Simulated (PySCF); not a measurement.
Compound: silanamine, H₅NSi.
Numbering: `[NH2:1][SiH3:2]` (hydrogens: H3, H4 on N1; H5, H6, H7 on Si2)

A GFN2-xTB structure was refined with PBE0-D3(BJ)/def2-SVP geometry optimisation, gas phase in PySCF 2.14.0. Its GFN2-xTB values:

```tsv
coordinate	GFN2-xTB
N1–Si2	1.805 Å
N1–H3	0.971 Å
Si2–H5	1.448 Å
Si2–H6	1.487 Å
N1–Si2–H5	113.6°
N1–Si2–H6	106.2°
Si2–N1–H3	110.7°
H3–N1–H4	114.8°
H5–Si2–H6	110.1°
H6–Si2–H7	114.1°
```

How do these coordinates change at the PBE0-D3(BJ)/def2-SVP level?

| coordinate | PBE0-D3(BJ)/def2-SVP (Å or °) | change |
| --- | --- | --- |
| N1–Si2 | 1.732 | -0.073 |
| Si2–H5 | 1.504 | +0.056 |
| N1–H3 | 1.014 | +0.043 |
| Si2–H6 | 1.494 | +0.007 |
| Si2–N1–H3 | 118.9 | +8.2 |
| H3–N1–H4 | 110.2 | -4.6 |
| H6–Si2–H7 | 110.2 | -3.9 |
| H5–Si2–H6 | 107.1 | -3.0 |
| N1–Si2–H5 | 116.6 | +3.0 |
| N1–Si2–H6 | 107.8 | +1.6 |

The energy falls by 34.4 kJ/mol over 9 energy and gradient evaluations, the largest force component goes from 0.0877 to 8.1e-05 Eh/bohr, and the atoms move by 0.064 Å rms after alignment. The bond that changes most is N1–Si2 (silicon-bound nitrogen to SiH3 silicon), which shortens by 0.073 Å. Bonds longer at the end by more than 0.005 Å: 5 of 6; shorter: 1. Rotational constants go from 70036, 12001, 11602 to 67819, 12548, 12129 MHz.

The run used 57 basis functions and 50 SCF cycles in all. Time: 6.7 s of wall time; peak memory 0.26 GiB. Hardware: one thread, Arm Neoverse V1 (aarch64), on a shared host.

Not checked by PBE0-D3(BJ)/def2-SVP frequencies.
